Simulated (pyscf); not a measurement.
Four-centre exchange: Cl–SiH•–Cl (SMILES Cl[SiH]Cl) + H₂O (SMILES O) → HCl (SMILES Cl) + HO–SiH•–Cl (SMILES O[SiH]Cl)

Gas phase, doublet surface, charge 0. Bonds broken: Cl1–Si2, O5–H6. Bonds formed: Cl1–H6, Si2–O5. Structures and frequencies: ωB97X-D3(BJ)/def2-SVP in PySCF.

Transition state (Å):

```xyz
7

Cl     0.1854     0.5784     1.8944
Si    -1.7128    -0.0138     0.0661
Cl    -1.4508    -2.0477    -0.2274
H     -2.7156     0.4227    -0.9721
O     -0.2070     0.6414    -0.7137
H      0.3447     0.7192     0.2950
H      0.2292     0.0657    -1.3620
```

One imaginary mode, 626i cm⁻¹; descent along it reached the two sides named, in the forms told below.

| bond | change | reactant side (Å) | saddle | product side |
|---|---|---|---|---|
| Cl1–Si2 | breaks | 2.072 | 2.7 | 3.5 |
| O5–H6 | breaks | 0.966 | 1.152 | 1.949 |
| Cl1–H6 | forms | 2.7 | 1.613 | 1.295 |
| Si2–O5 | forms | 3.0 | 1.818 | 1.682 |

Electronic energies relative to the separated reactants (kcal/mol):

| level | barrier | reaction energy | reverse barrier |
|---|---|---|---|
| ωB97X-D3(BJ)/def2-TZVP | 13.9 | +1.4 | 12.5 |
| PBE/def2-TZVP | 8.6 | +0.4 | 8.2 |
| r²SCAN/def2-TZVP | 9.7 | -0.4 | 10.1 |
| B3LYP-D3(BJ)/def2-TZVP | 11.1 | -0.5 | 11.6 |
| PBE0-D3(BJ)/def2-TZVP | 10.7 | +1.0 | 9.8 |
| M06-2X/def2-TZVP | 11.3 | -0.7 | 12.0 |
| ωB97M-D3(BJ)/def2-TZVP | 12.0 | -0.5 | 12.4 |
| HF/def2-TZVP | 28.1 | -2.0 | 30.1 |

With ωB97M-D3(BJ)/def2-TZVP energies and thermal terms (ideal gas, 1 atm, RRHO with modes under 100 cm⁻¹ raised to 100, one conformer, R ln 2 for chiral ones without a mode under 150 cm⁻¹), in kcal/mol:

```
T (K)   ΔH‡   ΔG‡    ΔH    ΔG
-----  ----  ----  ----  ----
298    10.0  20.9  -1.9  -1.9
600    10.1  32.0  -1.6  -2.0
900    10.8  42.8  -1.2  -2.3
1200   11.7  53.3  -0.7  -2.8
```

On the product side the descent ends in a complex, 4.1 kcal/mol under the separated species and 16.6 kcal/mol under the saddle at ωB97X-D3(BJ)/def2-TZVP. This is the saddle that the search found; another between the same sides may lie lower.
